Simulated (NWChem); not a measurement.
hydrogen peroxide (H2O2); SMILES OO

Program: NWChem. Medium grid unless said otherwise, to which SCAN and Minnesota functionals are sensitive. All runs use the structure optimised with PBE0/def2-SVP. Hybrids' shares of exact exchange are those that their runs print; pure functionals count as 0. The functionals differ in more than this share.

| row | share of exact exchange | highest occupied level (eV) |
|---|---|---|
| LDA (Slater exchange, VWN5)/def2-TZVPD | 0.00 | -6.39 |
| PBE/def2-TZVPD | 0.00 | -6.26 |
| B3LYP/def2-TZVPD | 0.20 | -7.89 |
| PBE0/def2-TZVPD | 0.25 | -8.13 |
| M06-2X/def2-TZVPD | 0.54 | -10.04 |
| Hartree-Fock/def2-TZVPD | 1.00 | withheld |

Problem. Fit a straight line of the last column on the one before it, predict the withheld value, and compare with the run.

Solution. 
1. Means of the 5 shown rows: x = 0.198, y = -7.742. Slope Σ(x − x̄)(y − ȳ)/Σ(x − x̄)² = -1.368/0.1981 = -6.904; intercept -6.375.
2. The shown rows scatter about the line by 0.085 (root mean square); the largest residual is -0.13, at B3LYP/def2-TZVPD.
3. At x = 1.00 (Hartree-Fock/def2-TZVPD; beyond the shown range) the line gives -13.28.
4. The run gives -13.02, +0.26 from the line, 3.1 times the scatter.
